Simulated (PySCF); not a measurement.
## Level of theory and gas-phase deprotonation enthalpies: methylene fluoride

Structure: `FCF` (CH2F2). Numbering: `[F:1][CH2:2][F:3]`

All levels share the PBE0-D3(BJ)/ma-def2-SVP structures and the PBE0-D3(BJ)/ma-def2-SVP thermal terms; only the single-point energies (PySCF) change. Values are gas-phase deprotonation enthalpies (298 K, kJ/mol).

deprotonation enthalpy (ΔH): the gap is larger than usual, and may come from another state, site, conformer or species, from the functional or basis, or from an outlying measurement.

Measured (NIST Chemistry WebBook): deprotonation enthalpy (ΔH) 1628 kJ/mol.

```jsonl
{"level": "M06-2X/ma-def2-TZVP", "C2": "1663", "time": "–"}
{"level": "MP2/ma-def2-TZVP", "C2": "1669", "time": "3.9 s"}
{"level": "CCSD(T)/ma-def2-TZVP", "C2": "1671", "time": "2 min"}
{"level": "HF/ma-def2-TZVP", "C2": "1705", "time": "0.71 s"}
```

Times are wall times for all single points of a level on 1 thread of Arm Neoverse V2, a shared host; the dash marks the run that also made the structures.

Hartree-Fock leaves out electron correlation, so its deprotonation energies can be off by tens of kJ/mol.

The spread: 42 kJ/mol, from 1663 to 1705.
